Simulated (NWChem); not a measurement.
**BSiH5O− (SMILES [BH2-]O[SiH3]): levels of theory compared**

We compute a comparison of 5 runs (UHF/STO-3G, UHF/3-21G, UB3LYP/6-31G*, UB2PLYP/pcseg-1) of BSiH5O−. 

The results are computed with NWChem 7.3.0.

### Step 1. The structure to begin with

BSiH5O− has 8 atoms, charge -1, and is taken as a doublet. SMILES: `[BH2-]O[SiH3]`. The coordinates come from a GFN2-xTB relaxation.

Bond lengths: B1–O2 1.351 Å, O2–Si3 1.586 Å, B1–H4 1.205 Å, B1–H5 1.206 Å, Si3–H6 1.593 Å, Si3–H7 1.490 Å, Si3–H8 1.491 Å. Angles: B1–O2–Si3 171.4°, O2–B1–H4 119.8°, O2–B1–H5 120.0°, O2–Si3–H6 100.6°, O2–Si3–H7 117.2°, O2–Si3–H8 118.3°, H4–B1–H5 119.5°, H6–Si3–H7 100.4°, H6–Si3–H8 99.9°, H7–Si3–H8 115.1°.

### Step 2. Energy and forces at UHF/STO-3G (run 1)

Input file run.py:

```python
from ase import Atoms
from ase.calculators.nwchem import NWChem

system = Atoms(['B', 'O', 'Si', 'H', 'H', 'H', 'H', 'H'], positions=[
    [-0.215950, 1.005800, -1.355720],
    [-0.107400, 0.208020, -0.271140],
    [0.243930, -0.764680, 0.931390],
    [-0.694960, 0.572570, -2.373600],
    [0.316150, 2.087710, -1.363460],
    [-0.992070, -0.493660, 1.899930],
    [0.083830, -2.226560, 0.694170],
    [1.366470, -0.389200, 1.838420],
])

calc = NWChem(
    label='nw',
    theory='scf',
    memory='2200 mb',
    basis='STO-3G',
    basispar='spherical bse',
    charge=-1,
    scf={'nopen': '1', 'uhf': None, 'thresh': '1e-08', 'maxiter': '80'},
)
system.calc = calc

forces = system.get_forces()
print(f"energy = {system.get_potential_energy():.6f} eV")
print("forces (eV/A):")
for s, f in zip(system.symbols, forces):
    print(f"{s:2s} {f[0]:10.5f} {f[1]:10.5f} {f[2]:10.5f}")
```

Launch:

```console
$ export ASE_NWCHEM_COMMAND="nwchem PREFIX.nwi > PREFIX.nwo"
$ python run.py
```

Output:

```text
energy = -10517.036510 eV
forces (eV/A):
B    -0.52466    2.88586   -3.69529
O     0.46465   -2.78024    3.52246
Si   -3.23841    1.18610    1.91084
H     0.70746    0.21798    0.74732
H    -0.14326   -1.03358   -0.09364
H     2.50652   -0.86574   -1.48677
H     0.84301    1.24853    0.21361
H    -0.61532   -0.85885   -1.11853
```

The calculator wrote nw.nwi:

```
title "nw"

permanent_dir nw

scratch_dir nw

start nw

geometry units angstrom nocenter noautosym noautoz
  B  -2.1595000000000000e-01 1.0058000000000000e+00 -1.3557200000000000e+00
  O  -1.0740000000000000e-01 2.0802000000000001e-01 -2.7113999999999999e-01
  Si 2.4393000000000001e-01 -7.6468000000000003e-01 9.3139000000000005e-01
  H  -6.9496000000000002e-01 5.7257000000000002e-01 -2.3736000000000002e+00
  H  3.1614999999999999e-01 2.0877100000000000e+00 -1.3634599999999999e+00
  H  -9.9207000000000001e-01 -4.9365999999999999e-01 1.8999299999999999e+00
  H  8.3830000000000002e-02 -2.2265600000000001e+00 6.9416999999999995e-01
  H  1.3664700000000001e+00 -3.8919999999999999e-01 1.8384199999999999e+00
end

charge -1

memory 2200 mb

basis spherical bse noprint
   * library STO-3G
end

scf
  nopen 1
  uhf
  thresh 1e-08
  maxiter 80
end

task scf gradient
```

nw.nwo, cut to the lines that bear on the results:

```text
[...]
      One electron energy =   -746.422578453543
[... 1 line left out ...]
 Nuclear repulsion energy =    101.195277749396
[... 36 lines left out ...]
          Final beta eigenvalues
[... 180 lines left out ...]
                     UHF Final Beta Molecular Orbital Analysis
[...]
  wavefunction    =   UHF
                         UHF ENERGY GRADIENTS
    atom               coordinates                        gradient
                 x          y          z           x          y          z
   1 B      -0.408086   1.900686  -2.561939    0.010203  -0.056121   0.071862
   2 O      -0.202957   0.393101  -0.512380   -0.009036   0.054067  -0.068501
   3 Si      0.460961  -1.445036   1.760072    0.062977  -0.023066  -0.037160
[... 4 lines of this table left out ...]
   8 H       2.582254  -0.735481   3.474110    0.011966   0.016702   0.021752
[...]
```

Wall time 3.9 s (1 thread of Intel Xeon Platinum 8488C (Sapphire Rapids), shared host); peak memory 0.099 GiB.

### Step 3. Energy and gradient at UHF/3-21G (run 2)

Input file input.nw:

```
start input
memory stack 880 mb heap 220 mb global 1100 mb
charge -1

geometry units angstroms noautosym nocenter noautoz
  B       -0.215950       1.005800      -1.355720
  O       -0.107400       0.208020      -0.271140
  Si       0.243930      -0.764680       0.931390
  H       -0.694960       0.572570      -2.373600
  H        0.316150       2.087710      -1.363460
  H       -0.992070      -0.493660       1.899930
  H        0.083830      -2.226560       0.694170
  H        1.366470      -0.389200       1.838420
end

basis "ao basis" spherical bse
  * library 3-21G
end

scf
  doublet
  uhf
  thresh 1e-08
  maxiter 80
end

task scf gradient
```

Launch:

```console
$ nwchem input.nw > input.out
```

Output:

```text
[...]
  functions       =    41
[...]
  wavefunction    = UHF
[...]
         Total SCF energy =   -389.242135401984
      One electron energy =   -745.232316224311
      Two electron energy =    254.794903072932
 Nuclear repulsion energy =    101.195277749396
                       Sz =      0.5000
                 Sz(Sz+1) =      0.7500
                      S^2 =      0.7621
[...]
                         UHF ENERGY GRADIENTS
    atom               coordinates                        gradient
                 x          y          z           x          y          z
   1 B      -0.408086   1.900686  -2.561939    0.017748  -0.060116   0.072510
   2 O      -0.202957   0.393101  -0.512380   -0.020703   0.047249  -0.047561
   3 Si      0.460961  -1.445036   1.760072    0.047543  -0.010238  -0.037191
   4 H      -1.313284   1.082000  -4.485454   -0.000372   0.004352   0.006769
   5 H       0.597437   3.945200  -2.576566   -0.006454  -0.004796   0.000560
   6 H      -1.874740  -0.932882   3.590347   -0.016315   0.010704   0.001478
   7 H       0.158416  -4.207588   1.311791   -0.011019   0.005967   0.001071
   8 H       2.582254  -0.735481   3.474110   -0.010427   0.006878   0.002362
[...]
```

Wall time 3.3 s (1 thread of Intel Xeon Platinum 8488C (Sapphire Rapids), shared host); peak memory 0.099 GiB.

### Step 4. Energy and gradient at UB3LYP/6-31G(d) (spherical functions) (run 3)

Input file run.nw:

```
start run
memory stack 880 mb heap 220 mb global 1100 mb
charge -1
geometry units bohr noautosym nocenter noautoz
 B   -0.40808636   1.90068654  -2.56193950
 O   -0.20295659   0.39310083  -0.51238034
 Si   0.46096089  -1.44503577   1.76007202
 H   -1.31328407   1.08200049  -4.48545393
 H    0.59743691   3.94520013  -2.57656598
 H   -1.87474060  -0.93288220   3.59034736
 H    0.15841574  -4.20758860   1.31179118
 H    2.58225406  -0.73548141   3.47411030
end
basis "ao basis" spherical bse
 B library 6-31G*
 O library 6-31G*
 Si library 6-31G*
 H library 6-31G*
end
dft
 xc b3lyp
 mult 2
 grid xfine
 convergence energy 1e-08
 maxiter 100
 mulliken
end
task dft gradient
```

Launch:

```console
$ nwchem run.nw > run.out
```

Output:

```text
[...]
          Wavefunction type:  spin polarized.
          No. of atoms     :     8
          No. of electrons :    33
[...]
          Charge           :    -1
          Spin multiplicity:     2
[...]
          AO basis - number of functions:    56
[...]
              XC Information
              --------------
                         B3LYP Method XC Potential
                     Hartree-Fock (Exact) Exchange  0.200
                        Slater Exchange Functional  0.800 local
                    Becke 1988 Exchange Functional  0.720 non-local
              Lee-Yang-Parr Correlation Functional  0.810
                  VWN I RPA Correlation Functional  0.190 local
[...]
 d= 0,ls=0.0,diis     1   -392.4317199729 -4.94D+02  3.37D-02  1.94D-01     3.4
[...]
 d= 0,ls=0.0,diis    12   -392.5625001698 -2.58D-09  3.26D-06  6.57D-10    43.1
[...]
         Total DFT energy =     -392.562500169773
      One electron energy =     -748.518981105072
           Coulomb energy =      290.533384345107
    Exchange-Corr. energy =      -35.772173828696
 Nuclear repulsion energy =      101.195270418888
[...]
      Total Density - Mulliken Population Analysis
     ---------------------------------------------
    Atom       Charge   Shell Charges
 -----------   ------   -------------------------------------------------------
    1 B    5     5.08   2.00  0.51  1.50  0.38  0.61  0.08
    2 O    8     8.35   2.00  0.89  3.01  0.83  1.61  0.01
    3 Si  14    13.71   2.00  2.00  5.96  0.91  1.75  0.27  0.55  0.29
    4 H    1     1.17   0.52  0.65
    5 H    1     1.18   0.52  0.65
    6 H    1     1.21   0.50  0.71
    7 H    1     1.15   0.51  0.63
    8 H    1     1.15   0.51  0.64
[...]
      <S2> =      0.7550 (Exact =     0.7500)
[...]
  wavefunction    = open shell
                         DFT ENERGY GRADIENTS
    atom               coordinates                        gradient
                 x          y          z           x          y          z
   1 B      -0.408086   1.900687  -2.561940    0.010853  -0.024198   0.025205
   2 O      -0.202957   0.393101  -0.512380   -0.000082   0.001616   0.000524
   3 Si      0.460961  -1.445036   1.760072    0.017867   0.003416  -0.026617
   4 H      -1.313284   1.082000  -4.485454    0.000418   0.003556   0.005410
   5 H       0.597437   3.945200  -2.576566   -0.004821  -0.004258   0.000112
   6 H      -1.874741  -0.932882   3.590347   -0.011819   0.004200   0.006810
   7 H       0.158416  -4.207589   1.311791   -0.004059   0.010742  -0.003903
   8 H       2.582254  -0.735481   3.474110   -0.008357   0.004928  -0.007541
[...]
```

Run time: 53 s. Hardware: 1 thread of Intel Xeon Platinum 8488C (Sapphire Rapids), shared host; peak memory 0.14 GiB.

Run 4 isn't shown in full; the table further down has it.

### Step 5. The energy at UB2PLYP/pcseg-1 (run 5)

Input file bh5osi.nw:

```
start bh5osi
title "BH5OSi B2PLYP"
memory total 2200 mb
charge -1

geometry units angstrom noautosym nocenter noautoz
  B    -0.215950    1.005800   -1.355720
  O    -0.107400    0.208020   -0.271140
  Si    0.243930   -0.764680    0.931390
  H    -0.694960    0.572570   -2.373600
  H     0.316150    2.087710   -1.363460
  H    -0.992070   -0.493660    1.899930
  H     0.083830   -2.226560    0.694170
  H     1.366470   -0.389200    1.838420
end

basis spherical bse
  * library pcseg-1
end

dft
  xc hfexch 0.53 becke88 0.47 lyp 0.73 mp2 0.27
  dftmp2 semidirect
  mult 2
  grid xfine
  convergence energy 1e-08
  iterations 100
  mulliken
  print medium
end

mp2
  freeze core 7
end

task dft
```

Launch:

```console
$ nwchem bh5osi.nw > bh5osi.out
```

Output:

```text
[...]
          Wavefunction type:  spin polarized.
          No. of atoms     :     8
          No. of electrons :    33
[...]
          Charge           :    -1
          Spin multiplicity:     2
[...]
          AO basis - number of functions:    71
[...]
              XC Information
              --------------
                     Hartree-Fock (Exact) Exchange  0.530
                    Becke 1988 Exchange Functional  0.470
              Lee-Yang-Parr Correlation Functional  0.730
[...]
 d= 0,ls=0.0,diis     1   -392.0300562632 -4.93D+02  1.62D-02  2.05D-01     5.0
[...]
 d= 0,ls=0.0,diis    12   -392.1624468297 -3.19D-09  4.67D-06  3.24D-10    54.7
[...]
         Total DFT energy =     -392.162446829695
      One electron energy =     -747.862793729191
           Coulomb energy =      289.832719718741
    Exchange-Corr. energy =      -35.327650568640
 Nuclear repulsion energy =      101.195277749396
[...]
      Total Density - Mulliken Population Analysis
     ---------------------------------------------
    Atom       Charge   Shell Charges
 -----------   ------   -------------------------------------------------------
    1 B    5     5.09   2.00  0.59  0.26  1.57  0.61  0.07
    2 O    8     8.53   2.00  0.87  0.83  3.05  1.76  0.01
    3 Si  14    13.22   2.00  2.00  0.87  0.17  5.99  1.82  0.10  0.28
    4 H    1     1.21   0.78  0.42  0.01
    5 H    1     1.22   0.78  0.42  0.01
    6 H    1     1.28   0.76  0.51  0.01
    7 H    1     1.23   0.78  0.44  0.01
    8 H    1     1.23   0.78  0.44  0.01
[...]
      <S2> =      0.7558 (Exact =     0.7500)
[...]
  Basis functions       =     71
[...]
```

Run time: 59 s. Hardware: 1 thread of Intel Xeon Platinum 8488C (Sapphire Rapids), shared host; peak memory 0.18 GiB.

### Step 6. The series

```csv
run,level,iteration cap,module,energy (Eh),HOMO energy (eV),LUMO energy (eV),⟨S²⟩,wall time
1,UHF/STO-3G,80,scf,-386.493966,5.69,16.60,0.765,3.9 s
2,UHF/3-21G,80,scf,-389.242135,1.74,8.69,0.762,3.3 s
3,UB3LYP/6-31G* (spherical functions),100,dft,-392.562500,3.52,5.24,0.755,53 s
4,UB3LYP/6-31G* (Cartesian functions),100,dft,-392.566001,–,–,0.755,60 s
5,UB2PLYP/pcseg-1,100,dft,-392.288314,2.38,5.55,0.756,59 s
```

### Step 7. What came out

```
                                                       quantity          value
                                            run 5: total energy  -392.28831 Eh
run 5: HOMO energy (SCF part's orbitals) (highest over α and β)        2.38 eV
 run 5: LUMO energy (SCF part's orbitals) (lowest over α and β)        5.55 eV
                                                    run 5: ⟨S²⟩          0.756
```

**Reading.** Totals of different functionals can't be ranked against each other. In runs 1, 2, 3, 5 the HOMO lies above zero, so the outermost electron may be held by the basis alone. In run 1 the basis is minimal, so the values are rough. All runs together took 3 min, the longest 60 s.
